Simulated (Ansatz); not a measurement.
System: solid chlorine. Method: PBE0-D3(BJ) in Ansatz (plane waves, PAW).

Settings: plane-wave cutoff 500 eV, 6×6×2 k mesh (along the axes of the cell as run), gaussian smearing 0.02 eV, scalar-relativistic PAW data made under PBE.

Computed at the level's own relaxed cell.

Q: What does this level give for the volume per atom, lattice constant a, lattice parameter b and c axis length?

A: 
* **volume per atom**: 27.78 Å³/atom
* **lattice constant a**: 6.316 Å
* **lattice parameter b**: 4.300 Å
* **c axis length**: 8.182 Å

Computed values are for the static lattice.

Ansatz is an electronic-structure program.
